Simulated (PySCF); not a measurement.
4-methylisothiazole, C4H5NS, SMILES Cc1cnsc1, point group Cs.

Force field and properties: PBE0/pcSseg-1 (PySCF, grid level 2). Vibrational terms come from second-order perturbation theory with semi-diagonal cubic constants, by steps of ±0.6 along the normal coordinates of each isotopologue. The parent has the commonest isotopes.

Equilibrium geometry (Å):

```csv
atom,x,y,z
C1,-1.4856,-0.0039,-0.1130
C2,0.0047,-0.0457,-0.0142
C3,0.8410,1.0958,0.1616
N4,2.1337,0.9000,0.2312
S5,2.4363,-0.7289,0.0842
C6,0.7903,-1.1636,-0.0750
H7,-1.9025,-1.0052,-0.2511
H8,-1.9309,0.4225,0.7936
H9,-1.8093,0.6134,-0.9592
H10,0.4734,2.1184,0.2415
H11,0.4707,-2.1921,-0.2034
```

(1) Give the equilibrium and ground-state rotational constants (MHz) of parent; ²H at 10.

(2) How is the parent's vibrational correction B0 − Be made up?

(3) And its quartic centrifugal distortion constants from the harmonic force field?

A mode lies under 250 cm⁻¹, where this perturbation treatment is rough. Internal rotors are held in one well.

Results:

(1) 
```csv
species,Ae,Be,Ce,A0,B0,C0,Δ0 (u Å²),harmonic ZPE (cm⁻¹)
parent,7365.3,2520.2,1899.9,7310,2506.5,1888.4,-3.135,18255
²H at 10,6899.7,2510.8,1862.3,6849.9,2497.2,1851,-3.132,17539
```

Δ0 = Ic − Ia − Ib from the ground-state constants.

(2) 
```tsv
axis	harmonic	Coriolis	cubic	total (MHz)
a	8.15	-27.4	-36.1	-55.3
b	1.79	-1.98	-13.5	-13.7
c	0.55	-0.91	-11.2	-11.6
```

(3) Asymmetric top, A reduction, Ir representation: ΔJ = 0.136 kHz, ΔJK = 0.63 kHz, ΔK = 1.69 kHz, δJ = 0.0341 kHz, δK = 0.035 kHz.
